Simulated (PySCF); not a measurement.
Compound: C₄H₄FN.
SMILES with atom numbers: `[H]/[N:1]=[CH:2]\[C:3]#[C:4][CH2:5][F:6]` (hydrogens: H7 on N1; H8 on C2; H9, H10 on C5)

The closed-shell ground state was solved at several levels (PySCF, density fitting, gas phase, non-relativistic). Geometry: PBE0-D3(BJ)/def2-SVP; no solvent, vibrations or thermal averaging.

```csv
level,basis functions,total energy (Eh),HOMO (eV),LUMO (eV),gap (eV),dipole (D)
HF/pcSseg-2,272,-307.7023,-10.57,2.26,12.83,2.33
wB97X-D/def2-SVPD,155,-309.0062,-9.94,0.13,10.07,2.24
B3LYP/pcJ-1,202,-309.3388,-7.84,-1.74,6.10,2.31
```

Problem. Estimate the row for PBE0/pcSseg-1, a basis of 122 functions; the other rows only guide the guess.

Solution. Total energy -308.9467 Eh, HOMO -8.09 eV, LUMO -1.55 eV, gap 6.54 eV, dipole 2.34 D.

Problem. Over all these levels, which gives the widest orbital gap and which the narrowest?

Solution. HF/pcSseg-2 (Hartree–Fock, all exact exchange) has the widest, 12.83 eV, and B3LYP/pcJ-1 (global hybrid, 20 % exact exchange) the narrowest, 6.10 eV. Functional and basis both differ between the two, so the spread mixes both effects. The HOMO need not be the same orbital at Hartree–Fock and at DFT levels.

Problem. How far do the dipole and the HOMO energy spread over the levels?

Solution. The dipole runs from 2.24 to 2.34 D (mean 2.31 D) and the HOMO from -10.57 to -7.84 eV.

Note: wB97X-D ran without an empirical dispersion term, which enters the total energy and its gradient alone.
